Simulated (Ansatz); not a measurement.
## How the elastic constant C66 of wurtzite AgI moves with the method

No measured value is used here.

| level (code) | value (GPa) | cell (Å³/atom) |
|---|---|---|
| B3LYP (VWN-RPA form) (Ansatz) | 5.83 | 38.75 |
| HSE06 (Ansatz) | 5.58 | 36.24 |
| PBE0 (Ansatz) | 5.55 | 36.16 |

Each level is taken at its own relaxed cell. Ansatz's density-functional and Hartree–Fock values are scalar-relativistic unless marked +SOC, with PAW data made under PBE.

Ansatz is a program for electronic structure.
